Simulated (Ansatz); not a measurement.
Born–Oppenheimer molecular dynamics of CH4S + CO2 (9 atoms, charge 0, multiplicity 1). It starts from a relaxed structure.

Theory: UKS PBE0-D4/STO-3G in Ansatz.

```json
{
  "ensemble": "NVE (velocity Verlet)",
  "time step": "1 fs",
  "steps asked": "321",
  "starting velocities drawn for": "1500 K",
  "seed": "53849"
}
```

First frame:

```xyz
9
Properties=species:S:1:pos:R:3
C -0.211 -0.357 -1.609
S 1.076 0.862 -1.248
H -0.165 -1.229 -0.940
H -0.066 -0.718 -2.635
H -1.222 0.068 -1.544
H 0.633 1.097 0.014
O 0.150 -0.855 3.405
C -0.014 0.091 2.655
O -0.181 1.040 1.903
```

Problem. How far do the bonds stretch over the last three quarters of this one trajectory? (Pairs bonded in most of those frames.)

Solution. 
| bond | mean (Å) | spread (Å) | shortest | longest |
| --- | --- | --- | --- | --- |
| C1–S2 | 1.819 | 0.024 | 1.78 | 1.86 |
| C1–H3 | 1.104 | 0.043 | 1.02 | 1.17 |
| C1–H4 | 1.103 | 0.041 | 1.04 | 1.17 |
| C1–H5 | 1.105 | 0.043 | 1.02 | 1.20 |
| S2–H6 | 1.374 | 0.083 | 1.25 | 1.49 |
| O7–C8 | 1.228 | 0.036 | 1.16 | 1.30 |
| C8–O9 | 1.228 | 0.036 | 1.16 | 1.30 |

Mean temperature of the second half: 814 K. The conserved energy stayed within 4.7 meV per atom of its start (net change 0.67 meV per atom), so there is no drift, though single steps change it by up to 26 meV in the whole system, a sign of fast motions only just resolved. The temperature averaged 0.54 of the 1500 K drawn at the start: a run that starts near a minimum puts about half its kinetic energy into the potential. A run of 0.32 ps of so small a system gives no equilibrium averages. Limits of this set-up: minimal basis.

Time of the run: 11 min on 1 thread of Arm Neoverse V2, with other jobs on the host, peak memory 0.12 GiB.
